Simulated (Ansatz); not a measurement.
Take Ir in the fcc (Cu type) structure (space group Fm-3m, No. 225) as the base.

```yaml
crystal:
  lattice:
    - [0.00000, 1.91515, 1.91515]
    - [1.91515, 0.00000, 1.91515]
    - [1.91515, 1.91515, 0.00000]
  atoms:
    - { symbol: Ir, position: [0.00000, 0.00000, 0.00000] }
```

Method: PBEsol (Ansatz, a quantum-chemistry and plane-wave program, PAW, without spin-orbit coupling), earlier PAW set.

Perturbation: full substitution Ir → Pt, then cell and atoms are relaxed.

Measured lattice parameter a: Ir 3.831 Å (static lattice; corrected from measurement; as listed in Daniel Mejia-Rodriguez, S. B. Trickey, Phys. Rev. B (2018)); Pt 3.913 Å (static lattice; corrected from measurement; as listed in Daniel Mejia-Rodriguez, S. B. Trickey, Phys. Rev. B (2018)).

Problem. How well does PBEsol reproduce the measured shift?

Solution. With PBEsol the lattice parameter a moves by +0.088 Å (3.830 → 3.918) against +0.082 Å measured.

Stability against distortions was not tested. The final runs are not spin-polarised. Pt lies near a magnetic instability that expansion can trigger; it was not tested.
